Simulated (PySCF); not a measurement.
**One molecule, many functionals**

Compound: boranamine, BH4N.
InChI=1S/BH4N/c1-2/h1-2H2

Linear-response calculations in the def2-SVPD basis (PySCF; singlets by full response, triplets Tamm–Dancoff, core orbitals frozen in the response; HF means time-dependent Hartree–Fock). 'Strongest' is the level of largest summed f among the singlets computed (10 roots, of which the last may lack a degenerate partner); it can jump between rows when another state enters that window. S1 is the lowest singlet of each run and needn't be the same state throughout; f(S1) is that of one state. Geometry: PBE0-D3(BJ)/def2-SVP; no solvent, vibrations or thermal averaging.

```tsv
functional	kind	S1 (eV)	f(S1)	strongest (eV)	T1 (eV)	HOMO (eV)	gap (eV)	ionisation energy, ΔSCF (eV)
LDA	LDA	6.68	0.000	7.93	5.96	-7.44	6.41	11.51
PBE	GGA	6.88	0.000	7.90	5.79	-7.39	6.60	11.50
B3LYP	global hybrid, 20% exact exchange	7.17	0.000	8.13	6.08	-8.49	8.47	11.48
PBE0	global hybrid, 25% exact exchange	7.19	0.000	8.23	6.05	-8.75	8.98	11.37
BHandHLYP	global hybrid, 50% exact exchange	7.52	0.000	8.53	6.42	-10.00	10.98	11.10
CAM-B3LYP	range-separated hybrid	7.22	0.000	8.33	6.25	-10.20	11.33	11.47
wB97X-D	range-separated hybrid	7.29	0.000	8.34	6.34	-10.68	12.74	11.41
LC-wPBE	range-separated hybrid	7.29	0.000	8.55	6.33	-11.68	13.74	11.46
HF	Hartree–Fock	8.05	0.000	9.21	6.81	-12.05	14.26	not settled
```

S1 runs from 6.68 eV (LDA) to 8.05 eV (HF), a spread of 1.38 eV, while the orbital gap spreads over 7.8 eV. Along PBE (0%), B3LYP (20%), PBE0 (25%), BHandHLYP (50%), HF (100%) S1 rises with the share of exact exchange. −ε(HOMO) comes closest to its own ΔSCF ionisation energy with LC-wPBE (+0.21 eV) and misses most with PBE (-4.11 eV). 'Not settled' means that the ion's SCF failed to converge or may have ended in another state than the lowest.
